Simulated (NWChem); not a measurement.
System: CH, doublet; SMILES [CH]

NWChem input:

```
start job
memory heap 200 mb stack 700 mb global 900 mb
geometry units angstroms noautosym nocenter noautoz
  C      0.000000     0.000000    -0.161964
  H      0.000000     0.000000     0.957360
end
basis spherical
  * library 6-31g*
end
dft
  odft
  mult 2
  xc xpbe96 cpbe96
  iterations 150
end
cosmo
  dielec 1.5
end
task dft energy
```

Parts of the log:

```
             Northwest Computational Chemistry Package (NWChem) 7.3.0
             --------------------------------------------------------

                             Geometry "geometry" -> ""
                             -------------------------

 Output coordinates in angstroms (scale by  1.889725989 to convert to a.u.)

  No.       Tag          Charge          X              Y              Z
 ---- ---------------- ---------- -------------- -------------- --------------
    1 C                    6.0000     0.00000000     0.00000000    -0.16196400
    2 H                    1.0000     0.00000000     0.00000000     0.95736000

 Effective nuclear repulsion energy (a.u.)       2.8365902044

  pbe96 is a nonlocal functional; adding pw91lda local functional.

                                 NWChem DFT Module
                                 -----------------

 Summary of "ao basis" -> "ao basis" (spherical)
 ------------------------------------------------------------------------------
       Tag                 Description            Shells   Functions and Types
 ---------------- ------------------------------  ------  ---------------------
 C                           6-31g*                  6       14   3s2p1d
 H                           6-31g*                  2        2   2s

 in cosmo_initialize ...

 solvent parameters
 solvname_short: unkn
 solvname_long:  unknown
 dielec:        1.5000

          ---------------
          -cosmo- solvent
          ---------------
 Cosmo: York-Karplus, doi: 10.1021/jp992097l
 dielectric constant -eps-     =   1.50
 screen = (eps-1)/(eps    )    =   0.33333
 surface charge correction     = lagrangian

   van der Waals surface
 --------------------------

 ---------- ATOMIC COORDINATES (A.U.) ------------ VDWR(ANG.) --
     1    0.00000000    0.00000000   -0.30606758     2.000
     2    0.00000000    0.00000000    1.80914807     1.300
 number of segments per atom =         32
 number of   points per atom =         32
 atom (   nspa,  nppa )
 ----------------------
    1 (     28,     0 )       0
    2 (     16,     0 )       0
 number of -cosmo- surface points =       44
 molecular surface =     50.495 angstrom**2
 molecular volume  =     35.523 angstrom**3
 G(cav/disp)       =      1.112 kcal/mol
 -lineq- algorithm             =   0
 -bem- low  level              =   2
 -bem- from -octahedral-
 gaussian surface charge width =   4.50000
 degree of switching           =   1.00000
 switching function tolerance  =   0.00010
 atomic radii =
 --------------
    1  6.000  2.000
    2  1.000  1.300
 ...... end of -cosmo- initialization ......

            General Information
            -------------------
          SCF calculation type: DFT
          Wavefunction type:  spin polarized.
          No. of atoms     :     2
          No. of electrons :     7
           Alpha electrons :     4
            Beta electrons :     3
          Charge           :     0
          Spin multiplicity:     2
          Use of symmetry is: off; symmetry adaption is: off
          Maximum number of iterations: 150
          AO basis - number of functions:    16
                     number of shells:     8
          Convergence on energy requested:  1.00D-06
          Convergence on density requested:  1.00D-05
          Convergence on gradient requested:  5.00D-04

              XC Information
              --------------
          PerdewBurkeErnzerhof Exchange Functional  1.000
            Perdew 1991 LDA Correlation Functional  1.000 local
           PerdewBurkeErnz. Correlation Functional  1.000 non-local

             Grid Information
             ----------------
          Grid used for XC integration:  medium
          Radial quadrature: Mura-Knowles
          Angular quadrature: Lebedev.
          Tag              B.-S. Rad. Rad. Pts. Rad. Cut. Ang. Pts.
          ---              ---------- --------- --------- ---------
          C                   0.70       49           6.0       434
          H                   0.35       45           6.0       434
          Grid pruning is: on
          Number of quadrature shells:    94
          Spatial weights used:  Erf1

      Superposition of Atomic Density Guess
      -------------------------------------

 Sum of atomic energies:         -38.15848669

[...]

                                   COSMO solvation results
                                   -----------------------

                 gas phase energy =       -38.410737652013
                 sol phase energy =       -38.412060095382
 (electrostatic) solvation energy =         0.001322443369 (    0.83 kcal/mol)

                    DFT Final Alpha Molecular Orbital Analysis
                    ------------------------------------------

 Vector    2  Occ=1.000000D+00  E=-5.800743D-01
              MO Center=  1.0D-12,  8.3D-13,  2.8D-01, r^2= 7.6D-01
   Bfn.  Coefficient  Atom+Function         Bfn.  Coefficient  Atom+Function
  ----- ------------  ---------------      ----- ------------  ---------------
     6      0.426362  1 C  s                  2      0.413288  1 C  s
    15      0.223504  2 H  s                  1     -0.199723  1 C  s
     5      0.187060  1 C  pz                16      0.083330  2 H  s
     9      0.066223  1 C  pz

 Vector    3  Occ=1.000000D+00  E=-2.639777D-01
              MO Center=  2.7D-12,  2.2D-12, -2.1D-01, r^2= 1.2D+00
   Bfn.  Coefficient  Atom+Function         Bfn.  Coefficient  Atom+Function
  ----- ------------  ---------------      ----- ------------  ---------------
     6      0.525029  1 C  s                  5     -0.460476  1 C  pz
    16     -0.307979  2 H  s                 15     -0.240279  2 H  s
     9     -0.218042  1 C  pz                 2      0.205305  1 C  s
     1     -0.115417  1 C  s                 12     -0.035822  1 C  d  0

 Vector    4  Occ=1.000000D+00  E=-1.981946D-01
              MO Center=  9.2D-14,  2.6D-13, -1.5D-01, r^2= 1.0D+00
   Bfn.  Coefficient  Atom+Function         Bfn.  Coefficient  Atom+Function
  ----- ------------  ---------------      ----- ------------  ---------------
     4      0.488894  1 C  py                 3     -0.412841  1 C  px
     8      0.371053  1 C  py                 7     -0.313267  1 C  px

 Vector    5  Occ=0.000000D+00  E=-1.772184D-01
              MO Center= -3.4D-12, -2.9D-12, -1.5D-01, r^2= 1.0D+00
   Bfn.  Coefficient  Atom+Function         Bfn.  Coefficient  Atom+Function
  ----- ------------  ---------------      ----- ------------  ---------------
     3      0.476187  1 C  px                 4      0.402039  1 C  py
     7      0.384690  1 C  px                 8      0.324859  1 C  py

 Vector    6  Occ=0.000000D+00  E= 1.052578D-01
              MO Center=  1.3D-13,  9.6D-14,  9.0D-01, r^2= 2.0D+00
   Bfn.  Coefficient  Atom+Function         Bfn.  Coefficient  Atom+Function
  ----- ------------  ---------------      ----- ------------  ---------------
    16      1.873820  2 H  s                  6     -1.099728  1 C  s
     9     -0.935334  1 C  pz                 5     -0.428314  1 C  pz
     2     -0.189277  1 C  s                 15      0.129469  2 H  s
     1      0.079418  1 C  s

 Vector    7  Occ=0.000000D+00  E= 4.795120D-01
              MO Center=  1.8D-13, -1.9D-13, -1.6D-01, r^2= 1.9D+00
   Bfn.  Coefficient  Atom+Function         Bfn.  Coefficient  Atom+Function
  ----- ------------  ---------------      ----- ------------  ---------------
     8     -0.852898  1 C  py                 4      0.790916  1 C  py
     7      0.719302  1 C  px                 3     -0.666975  1 C  px

                     DFT Final Beta Molecular Orbital Analysis
                     -----------------------------------------

 Vector    1  Occ=1.000000D+00  E=-9.973475D+00
              MO Center=  2.0D-15,  1.5D-15, -1.6D-01, r^2= 2.8D-02
   Bfn.  Coefficient  Atom+Function         Bfn.  Coefficient  Atom+Function
  ----- ------------  ---------------      ----- ------------  ---------------
     1      0.995004  1 C  s                  2      0.032275  1 C  s

 Vector    2  Occ=1.000000D+00  E=-5.435260D-01
              MO Center=  4.2D-13,  3.3D-13,  3.4D-01, r^2= 7.6D-01
   Bfn.  Coefficient  Atom+Function         Bfn.  Coefficient  Atom+Function
  ----- ------------  ---------------      ----- ------------  ---------------
     2      0.385963  1 C  s                  6      0.386673  1 C  s
    15      0.251670  2 H  s                  5      0.197915  1 C  pz
     1     -0.190070  1 C  s                 16      0.128759  2 H  s
     9      0.054308  1 C  pz                12      0.027355  1 C  d  0

 Vector    3  Occ=1.000000D+00  E=-2.449536D-01
              MO Center=  4.9D-14, -2.2D-14, -2.7D-01, r^2= 1.1D+00
   Bfn.  Coefficient  Atom+Function         Bfn.  Coefficient  Atom+Function
  ----- ------------  ---------------      ----- ------------  ---------------
     6      0.551208  1 C  s                  5     -0.446683  1 C  pz
    16     -0.296737  2 H  s                 15     -0.229945  2 H  s
     9     -0.223043  1 C  pz                 2      0.217505  1 C  s
     1     -0.124700  1 C  s

 Vector    4  Occ=0.000000D+00  E=-1.552088D-01
              MO Center= -3.1D-13, -2.7D-13, -1.5D-01, r^2= 1.0D+00
   Bfn.  Coefficient  Atom+Function         Bfn.  Coefficient  Atom+Function
  ----- ------------  ---------------      ----- ------------  ---------------
     3      0.471039  1 C  px                 4      0.398334  1 C  py
     7      0.389593  1 C  px                 8      0.329516  1 C  py

 Vector    5  Occ=0.000000D+00  E=-9.693942D-02
              MO Center= -2.7D-14,  9.2D-14, -1.5D-01, r^2= 1.1D+00
   Bfn.  Coefficient  Atom+Function         Bfn.  Coefficient  Atom+Function
  ----- ------------  ---------------      ----- ------------  ---------------
     4      0.442776  1 C  py                 8      0.418840  1 C  py
     3     -0.374499  1 C  px                 7     -0.354181  1 C  px

[...]
```

Level: PBE/6-31G* (spherical d), spin-unrestricted, COSMO on the gas-phase geometry. The state is orbitally degenerate and is run as one real component. The geometry was optimised at PBE0/def2-SVP, spin-unrestricted. No stability test was run on the SCF state. COSMO prints the solvation energy as gas minus solution, so a positive value is a stabilisation.
